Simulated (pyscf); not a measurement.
•H₂C–GeH₃ + H₂ -> H₃C–GeH₃ + H• (hydrogen abstraction; doublet surface; H–H broken, C–H formed). PySCF, gas phase, ωB97X-D3(BJ)/def2-SVP geometries. Energies in kcal/mol from the separated reactants.

| level | barrier | reaction energy |
|---|---|---|
| PBE/def2-TZVP | 5.6 | -2.0 |
| r²SCAN/def2-TZVP | 8.8 | +2.6 |
| B3LYP-D3(BJ)/def2-TZVP | 8.9 | +1.9 |
| PBE0-D3(BJ)/def2-TZVP | ? | -2.3 |
| ωB97M-D3(BJ)/def2-TZVP | 10.8 | -1.5 |
| HF/def2-TZVP | ? | ? |

Task: What belongs in the gaps?

Result: 
- PBE0-D3(BJ)/def2-TZVP, barrier: 7.6
- HF/def2-TZVP, barrier: 23.3
- HF/def2-TZVP, reaction energy: +0.9

The functionals in the table span 5.2 kcal/mol in this barrier, from PBE to ωB97M-D3(BJ)/def2-TZVP. •H₂C–GeH₃ lies 20.6 kcal/mol over its isomer H₃C–GeH₂• (electronic energy, ωB97M-D3(BJ)/def2-TZVP). This is the saddle that the search found; another between the same sides may lie lower. The angle at the transferred H is 177°. Elements up to Kr have no core potential and no relativistic terms here.
